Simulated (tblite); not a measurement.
Start geometry of `C=Cc1cc1=O` from a force field or distance geometry (Å):
```
atom  x, y, z in Å
C1    -1.7515    0.4086   -0.2820
C2    -0.8555   -0.5352   -0.0496
C3     0.5197   -0.2886    0.1044
C4     1.7490   -0.6723    0.3030
C5     1.5131    0.7058    0.1068
O6     1.8851    1.8082    0.0004
H7    -1.4881    1.4623   -0.3875
H8    -2.8054    0.1646   -0.3785
H9    -1.1696   -1.5762    0.0554
H10    2.4121   -1.4726    0.5052
```

Problem. What comes out of this run: GFN2-xTB geometry optimisation, gas phase (tblite 0.8.0)?

Solution. 
```
atom  x, y, z in Å
C1    -1.8064    0.3863   -0.2848
C2    -0.8805   -0.5404   -0.0440
C3     0.4998   -0.2049    0.0897
C4     1.7620   -0.6642    0.3116
C5     1.5868    0.7346    0.1048
O6     2.0143    1.8461    0.0132
H7    -1.5372    1.4249   -0.3858
H8    -2.8484    0.1357   -0.3872
H9    -1.1432   -1.5869    0.0589
H10    2.3616   -1.5264    0.5010
```

The energy falls by 20.8 kJ/mol over 33 L-BFGS steps, the largest force on an atom goes from 3.70 to 0.008 eV/Å, and the atoms move by 0.070 Å rms after alignment. The bond that changes most is C3–C4 (unsaturated ring carbon to unsaturated ring CH carbon), which lengthens by 0.058 Å. Bonds longer at the end by more than 0.005 Å: 7 of 10; shorter: 3. Among the angles that change most is C2–C3–C5, from 144.7° to 152.5°. Rotational constants go from 8124, 2852, 2111 to 8286, 2637, 2000 MHz. The orientation of the end geometry is arbitrary; only internal coordinates are fixed.

Its GFN2-xTB frequencies are all real (lowest 79 cm⁻¹). One conformer, not necessarily the lowest. 2 starts were optimised and ended at 0.00 and 0.59 kcal/mol (GFN2-xTB); the lowest of these is shown.

These are computed values.
